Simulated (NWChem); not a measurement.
Species: chlorine (Cl2); SMILES ClCl

All runs: NWChem. Pople sets run with spherical d functions. Each level has its own optimisation; frequencies are unscaled.

For level B3LYP/6-31G*:

```
Quantity                           Value
---------------------------------  -----
r Cl–Cl (Å)                        2.043
highest harmonic frequency (cm⁻¹)    518
```

**Question.** How do the values read with level PBE0/def2-TZVP instead?

**Answer.** 
* **r Cl–Cl (Å)**: 1.982
* **highest harmonic frequency (cm⁻¹)**: 579
